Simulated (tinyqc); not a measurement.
The basis set: RHF and MP2 along a ladder of basis sets, for H2O, spin multiplicity 1. Computed by the program tinyqc with PySCF. 

Geometry (angstrom):
```
atom       x        y       z
O     0.0000   0.0000  0.0000
H     0.0000   0.7610  0.5010
H     0.0000  -0.7610  0.5010
```

Same geometry throughout; the dipole is taken about the origin.

RHF and frozen-core MP2 in a ladder of bases:
```
basis        functions  E(RHF) (hartree)  E(MP2 corr) (hartree)  HOMO (eV)  LUMO (eV)  dipole (debye)
sto-3g               7        -74.945527              -0.030752   -10.5498    17.2884          1.7138
3-21g               13        -75.579289              -0.117014   -12.9829     7.6048          2.2789
6-31g               13        -75.982054              -0.123216   -13.6135     5.8945          2.4485
6-31g**             24        -76.019796              -0.190711   -13.5216     6.1783          1.9835
cc-pvdz             24        -76.022713              -0.197792   -13.4384     5.3028          1.8717
aug-cc-pvdz         41        -76.038367              -0.215067   -13.9116     1.0026          1.8155
cc-pvtz             58        -76.054763              -0.257677   -13.7635     4.0339          1.8436
```

From cc-pVDZ to cc-pVTZ the RHF energy falls by 32.0 mhartree and the correlation energy by 59.9. If valence correlation converges as X^-3, (27 E(T) - 8 E(D))/19 gives -0.2829 hartree, a rough estimate from such small X that usually falls short; STO-3G holds about 11 % of it. Beyond STO-3G the LUMO moves by 6.6 eV and the HOMO by 0.9 eV; diffuse functions lower the positive LUMO sharply, since an unbound virtual level tracks the most diffuse function.
